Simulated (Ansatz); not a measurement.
`[PH]` (triplet). The species carries charge 0 and has multiplicity 3.

Z-matrix (Å, degrees):
```
P
H 1 1.428
```

(1) List the harmonic frequencies (cm⁻¹, unscaled) at PBE0-D4/def2-TZVP in Ansatz. (Best estimate.)

(2) Is this a minimum?

Results:

(1) Ansatz gave: 2374.

(2) Yes, all 1 modes are real.
